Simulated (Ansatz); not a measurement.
# H₃O₂ (doublet): from Hartree-Fock to the top rungs at distance O1–H3 along a hydrogen transfer = 0.892 Å, cc-pVDZ

The task here is to estimate one member of a computed series from the others.

Computed with Ansatz 0.2.0, Gaussian basis. Level: cc-pVDZ, core rule «outside noble gas», up to 2 orbitals frozen.

Plan: UHF; CCSD(T) on ROHF; CCSD(T) on UHF; BCCD(T) on ROHF; CISD; CCSDT(Q) on ROHF; CCSDT(Q) on UHF; CASSCF and MRCISD+Q, 3 electrons in 3 orbitals; CASSCF and NEVPT2, 3 electrons in 3 orbitals; CASSCF and NEVPT2, 15 electrons in 11 orbitals.

7 further runs of the same task are left out: 1 for a mislabelled method, 6 that didn't finish.

## The system

The geometry derives from fragments relaxed apart (PBE0/def2-TZVP) and kept rigid, so it is no stationary point. A hydrogen atom is moved between rigid fragments.

5 atoms, charge 0, spin multiplicity 2.

Atoms are counted from 1 here; the program's logs count them from 0.

Bond lengths: O1–H2 0.960 Å, O1–H3 0.892 Å, O4–H5 0.973 Å. Angles: H2–O1–H3 105.1°.

Geometry (Å):

| atom | x (Å) | y (Å) | z (Å) |
| --- | --- | --- | --- |
| O1 | -1.24123 | 0.00038 | 0.00000 |
| H2 | -1.49054 | 0.92696 | 0.00000 |
| H3 | -0.34923 | 0.00038 | 0.00000 |
| O4 | 1.26177 | 0.00038 | 0.00000 |
| H5 | 1.51363 | -0.93956 | 0.00000 |

The first run:

File in.yaml:

```yaml
crystal:
  periodic: [false, false, false]
  atoms:
    - {symbol: O, position_ang: [-1.241227, 0.000385, 0.000000]}
    - {symbol: H, position_ang: [-1.490537, 0.926961, 0.000000]}
    - {symbol: H, position_ang: [-0.349227, 0.000385, 0.000000]}
    - {symbol: O, position_ang: [1.261773, 0.000385, 0.000000]}
    - {symbol: H, position_ang: [1.513632, -0.939565, 0.000000]}
basis:
  gaussian: {orbitals: cc-pVDZ}
magnetization: {spin_polarized: true, initial_magnetization: 1}
hamiltonian: {xc: hf}
output: {orbitals: {seedname: orbitals}}
```

Run with:

```console
> ansatz run in.yaml --threads 1 --pin off --events-out ev --progress --plain --max-ram 2393MiB
```

Steps of the session up to this table: UHF; CCSD(T) on ROHF; CCSD(T) on UHF; BCCD(T) on ROHF; CISD; CCSDT(Q) on ROHF; CCSDT(Q) on UHF; CASSCF and MRCISD+Q, 3 electrons in 3 orbitals; CASSCF and NEVPT2, 3 electrons in 3 orbitals; CASSCF and NEVPT2, 15 electrons in 11 orbitals.

One of the session's tables, all rows but one given; the rest of the session is left out.

```
        method  from UCCSDT(Q) (kJ/mol)
          ROHF                  +1014.3
           UHF                  +1003.8
          RMP2                    +78.6
          UMP2                    +78.8
          CISD                        ?
         RCCSD                    +16.7
         UCCSD                    +16.5
      RCCSD(T)                     +2.9
      UCCSD(T)                     +2.9
       BCCD(T)                     +2.9
        RCCSDT                     +1.9
        UCCSDT                     +1.9
     RCCSDT(Q)                     +0.1
     UCCSDT(Q)                        0
   CASSCF pair                   +953.7
   NEVPT2 pair                    +71.5
CASSCF valence                   +818.2
NEVPT2 valence                   +123.4
```

Q: Estimate the row for CISD from the others.

As computed: from UCCSDT(Q) (kJ/mol): +88.1. In the column «from UCCSDT(Q) (kJ/mol)» it lies between UMP2 (+78.8) and NEVPT2 valence (+123.4).

Among the levels timed on like hardware and quicker than the yardstick, those that no quicker one beats, quickest first: NEVPT2 pair (0.93 s, +71.5 kJ/mol); UCCSD(T) (2.5 s, +2.9 kJ/mol).

Not comparable, so not listed: CASSCF and MRCISD+Q, 3 electrons in 3 orbitals (they don't share determinant, frozen orbitals or solution with the rows shown, or repeat one).

To keep in mind: Of the multireference levels listed NEVPT2 pair comes nearest in total energy (+71.5 kJ/mol), which doesn't show that its space is the better one. Restricted and unrestricted rows rest on different reference determinants; where their highest levels disagree by more than a few hundredths of an eV, they describe different states and don't form one ladder. Warnings in the runs' records: passed over end.
